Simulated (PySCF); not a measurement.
The isolated species `NC(=O)C[S-]` is ionised with synchrotron light (hν = 2800.0 eV). Calculated photoelectron kinetic energies of its computed core levels, recoil neglected:

| line | kinetic energy (eV) |
| --- | --- |
| 1 | 2513.91 |
| 2 | 2399.14 |
| 3 | 2267.71 |
| 4 | 330.58 |

Theory: PySCF, delta-SCF UKS SCAN, pcX-2 on the ionised atom, pcseg-1 elsewhere, spin-free X2C.

Which element, shell and site does each line come from? Numbering: `[NH2:1][C:2](=[O:3])[CH2:4][S-:5]`.

Against the vacuum level, binding energy = hν − kinetic energy.

```tsv
line	binding energy (eV)	level	atoms	environment
1	286.09	C 1s	C4	sp3 carbon bound to sulfur
2	400.86	N 1s	N1	amide nitrogen
3	532.29	O 1s	O3	amide oxygen
4	2469.42	S 1s	S5	thiolate sulfur
```

Where does line 2 move with hν = 800.0 eV?

To 800.0 − 400.86 = 399.14 eV; every photoline shifts by the change in photon energy, -2000.0 eV.

Which effective nuclear charge Zeff reproduces each element's mean 1s value in the hydrogen-like formula E = 13.606 eV × Zeff²?

C (Z = 6): mean 286.1 eV, Zeff = 4.59, Z − Zeff = 1.41; N (Z = 7): mean 400.9 eV, Zeff = 5.43, Z − Zeff = 1.57; O (Z = 8): mean 532.3 eV, Zeff = 6.25, Z − Zeff = 1.75; S (Z = 16): mean 2469.4 eV, Zeff = 13.47, Z − Zeff = 2.53. Means run over the listed sites, weighted by atom count.

Other core shells, valence and Auger electrons aren't listed. The list is incomplete; no value stands for C 1s of C2 (hole states with ⟨S²⟩ of 1 or more are left out). The species carries charge -1, so core ionisation leaves a neutral species. The basis sets have no added diffuse functions. Isolated species at its PBE0-D3(BJ)/def2-SVP geometry (one conformer only).

The values belong to the conformer `[NH2:1][C:2](=[O:3])[CH2:4][S-:5]`: N1–C2–C4–S5 -1°, H–N1–C2–O3 180°, H–N1–C2–O3 0°.
